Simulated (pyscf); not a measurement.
## Hydrogen shift: `[CH2]=[C]=[NH]` → `[CH3][C]#[N]`

Gas phase, singlet surface, charge 0. Bonds broken: N3–H6. Bonds formed: C1–H6. Single points on ωB97X-D3(BJ)/def2-SVP structures (PySCF, gas phase). MP2 and CC: frozen core, UHF for open shells. ΔMP2 is the change of the MP2 total energy from the triple- to the quadruple-zeta basis.

Transition state (Å):

```xyz
6

C      0.2307    -0.5933     0.0990
C      1.1589     0.3700     0.4439
N      2.0823     0.9506     0.9581
H     -0.7413    -0.5911     0.5944
H      0.4177    -1.2166    -0.7766
H      1.5943    -0.4528     1.1874
```

One imaginary mode, 1900i cm⁻¹; descent along it reached the two sides named.

```json
[
 {"bond": "N3–H6", "change": "breaks", "reactant side (Å)": "1.024", "saddle": "1.503", "product side": "3.2"},
 {"bond": "C1–H6", "change": "forms", "reactant side (Å)": "3.1", "saddle": "1.750", "product side": "1.099"}
]
```

Electronic energies relative to the reactant's lowest minimum found (kcal/mol):

| level | barrier | reaction energy | reverse barrier |
|---|---|---|---|
| ωB97X-D3(BJ)/def2-TZVP | 73.4 | -26.7 | 100.2 |
| PBE/def2-TZVP | 64.2 | -20.9 | 85.1 |
| r²SCAN/def2-TZVP | 67.3 | -22.1 | 89.4 |
| B3LYP-D3(BJ)/def2-TZVP | 70.9 | -23.6 | 94.5 |
| PBE0-D3(BJ)/def2-TZVP | 69.5 | -23.2 | 92.7 |
| M06-2X/def2-TZVP | 71.7 | -25.8 | 97.5 |
| ωB97M-D3(BJ)/def2-TZVP | 72.4 | -26.0 | 98.4 |
| HF/def2-TZVP | 87.2 | -31.0 | 118.2 |
| MP2/def2-QZVPP | 63.9 | -30.3 | 94.2 |
| CCSD/def2-TZVPP | 72.6 | -29.5 | 102.1 |
| CCSD(T)/def2-TZVPP | 68.8 | -28.7 | 97.6 |
| CCSD(T)/def2-TZVPP + ΔMP2(QZVPP) | 68.7 | -28.1 | 96.8 |

With CCSD(T)/def2-TZVPP + ΔMP2(QZVPP) energies and thermal terms (ideal gas, 1 atm, RRHO with modes under 100 cm⁻¹ raised to 100, one conformer, R ln 2 for rigid chiral ones), in kcal/mol:

```csv
T (K),ΔH‡,ΔG‡,ΔH,ΔG
298,65.3,65.1,-27.1,-26.6
600,65.3,64.8,-27.5,-25.9
900,65.1,64.7,-27.7,-25.1
1200,64.7,64.6,-27.9,-24.2
```

At the saddle there is also a short C–H contact that neither side keeps, so another atom assists the step. One saddle was located; it need not be the lowest between these sides. The CCSD(T) − MP2 part came from Ansatz, without density fitting, on the same reference.
